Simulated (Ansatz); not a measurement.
Input file:

```yaml
crystal:
  periodic: [false, false, false]
  atoms:
    - {symbol: Si, position_ang: [0.000000, 0.000000, 0.000000]}
    - {symbol: P, position_ang: [0.000000, 0.000000, 2.343000]}
basis:
  gaussian: {orbitals: 6-31G}
magnetization: {spin_polarized: true, initial_magnetization: 1}
correlation: {method: ccsdtq, electrons: outside_noble_gas}
```

```sh
$ ansatz run in.yaml --threads 1 --pin off --events-out ev --progress --plain --max-ram 2393MiB
```

Output:

```
495 factors; integrals over basis functions are off by at most 4.7e-8 eV
mean field evaluation 1: about -17128.7645 eV, gradient 8.9e0 eV
mean field evaluation 2: about -17128.7667 eV, gradient 8.9e0 eV
mean field evaluation 4: about -17129.6652 eV, gradient 9.1e-1 eV
mean field evaluation 8: about -17129.6448 eV, gradient 4.1e-1 eV
mean field evaluation 16: about -17130.3967 eV, gradient 8.0e-5 eV
mean field evaluation 32: about -17130.0994 eV, gradient 4.3e-1 eV
mean field evaluation 64: about -17129.6729 eV, gradient 2.5e-2 eV
mean field evaluation 96: about -17130.3967 eV, gradient 9.8e-5 eV
mean field evaluation 128: about -17130.3233 eV, gradient 5.3e-1 eV
mean field evaluation 160: about -17130.0183 eV, gradient 1.9e0 eV
...
cycle  21  -2.69499795 eV  change   -6.6e-5 eV  update   2.5e-5
cycle  22  -2.69503612 eV  change   -3.8e-5 eV  update   1.8e-5
cycle  23  -2.69505336 eV  change   -1.7e-5 eV  update   1.3e-5
cycle  24  -2.69506717 eV  change   -1.4e-5 eV  update   9.6e-6
cycle  25  -2.69507841 eV  change   -1.1e-5 eV  update   7.3e-6
cycle  26  -2.69508645 eV  change   -8.0e-6 eV  update   5.3e-6
cycle  27  -2.69509037 eV  change   -3.9e-6 eV  update   3.9e-6
cycle  28  -2.69509072 eV  change   -3.5e-7 eV  update   2.8e-6
cycle  29  -2.69508950 eV  change    1.2e-6 eV  update   1.8e-6
cycle  30  -2.69508871 eV  change    7.9e-7 eV  update   1.1e-6
Total energy: -17133.09180360 eV, -629.6295105557 hartree
```

For the same geometry and basis full CI lies 2.6 meV lower.

Ran on 1 thread of Intel Xeon Platinum 8259CL, shared host: 54 s wall, 0.32 GiB peak host memory.
